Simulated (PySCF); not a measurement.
Gas-phase reaction: 3 BH2 + NH2 = HBNH + 2 BH3

Computed with PySCF and rigid-rotor harmonic-oscillator thermochemistry at 1 bar. S°(298 K) at PBE0/def2-TZVP differs from the NASA 1993 table for BH2 (+14 J/mol/K); whether the harmonic model or the table's entry is off was not settled. † marks an energy on the PBE0/def2-TZVP geometry and frequencies; other levels use their own. MP2 and CCSD(T) freeze the core. 6-31G* has spherical d functions here. Open shells (unrestricted): BH2 (multiplicity 2), NH2 (multiplicity 2); the rest are closed-shell singlets. B3LYP is the form with VWN-RPA correlation. HBNH: computed as isolated molecules; such fragments, hydroxides, amides, oligomers or adducts are transient or little studied in the gas. MP2 isn't extrapolated to the basis-set limit; its ΔH°(298 K) is -909.5 kJ in def2-SVP and -911.7 kJ in def2-TZVPP. CCSD(T) isn't extrapolated to the basis-set limit; its ΔH°(298 K) is -889.6 kJ in def2-SVP and -884.4 kJ in def2-TZVPP. The harmonic model lacks anharmonicity and excited electronic states, which grow with temperature; levels with a mode under 35 cm⁻¹ are left out.

| level | ΔE electronic, kJ | ΔH°(298 K), kJ | ΔS°(298 K), J/K | ΔG°(2500 K), kJ |
|---|---|---|---|---|
| B3LYP/6-31G* | -922 | -890 | -191 | -415 |
| B3LYP/def2-TZVP† | -912 | -882 | -190 | -409 |
| CCSD(T)/def2-TZVPP† | -915 | -884 | -190 | -412 |
| HF/6-31G* | -696 | -663 | -193 | -177 |
| M06-2X/def2-TZVP† | -931 | -901 | -190 | -428 |
| MP2/def2-SVP† | -940 | -909 | -190 | -437 |
| MP2/def2-TZVPP† | -942 | -912 | -190 | -439 |
| PBE/def2-SVP | -935 | -904 | -192 | -430 |
| PBE/def2-TZVP† | -918 | -888 | -190 | -415 |
| PBE0/def2-TZVP | -896 | -865 | -190 | -393 |
ΔH° is lowest at MP2/def2-TZVPP† and highest at HF/6-31G*. No reference value is set beside these.
